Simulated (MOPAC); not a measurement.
MOPAC input (PM3):

```
PM3 1SCF CHARGE=1 GEO-OK AUX(PRECISION=9) THREADS=1
C2H8N

C    -0.01016492 1   -0.27994848 1    1.26025238 1
N     0.02752705 1    0.54107075 1    0.00175175 1
C    -0.01788448 1   -0.27138968 1   -1.26203737 1
H     0.84891463 1   -0.94534137 1    1.26048731 1
H     0.02659022 1    0.38821117 1    2.11682979 1
H    -0.93230591 1   -0.85474018 1    1.26624623 1
H     0.87379519 1    1.11491211 1    0.00110891 1
H     0.84116373 1   -0.93674781 1   -1.27204628 1
H     0.01364080 1    0.40256842 1   -2.11426959 1
H    -0.94005682 1   -0.84614662 1   -1.26628736 1
H    -0.75613474 1    1.19781794 1    0.00637869 1
```

Task: What heat of formation does the run end on, and which ionisation energy by Koopmans theorem?

Result: 154.74 kcal/mol; 19.23 eV.
